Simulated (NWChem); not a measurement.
BF$_{3}$; SMILES FB(F)F

```xyz
4

B      0.0000     0.0000    -0.0023
F     -0.3492    -1.2763     0.0004
F     -0.9307     0.9406     0.0004
F      1.2799     0.3357     0.0004
```
Atoms are numbered in this order, from 1.

Structure relaxed at the PBE-D3(BJ)/def2-SVP level.

Q: List the 4 lowest vertical singlet excitations from Hartree-Fock/6-31+G* (spherical d), CIS (NWChem).

A: 
| state | energy (eV) | oscillator strength | leading excitation (squared amplitude) |
|---|---|---|---|
| S1 | 13.55 | 0.000 | HOMO → LUMO+4 (0.67) |
| S2 | 13.65 | 0.000 | HOMO → LUMO (0.76) |
| S3 | 14.22 | 0.000 | HOMO−1 → LUMO (0.74) |
| S4 | 14.22 | 0.000 | HOMO−2 → LUMO (0.74) |
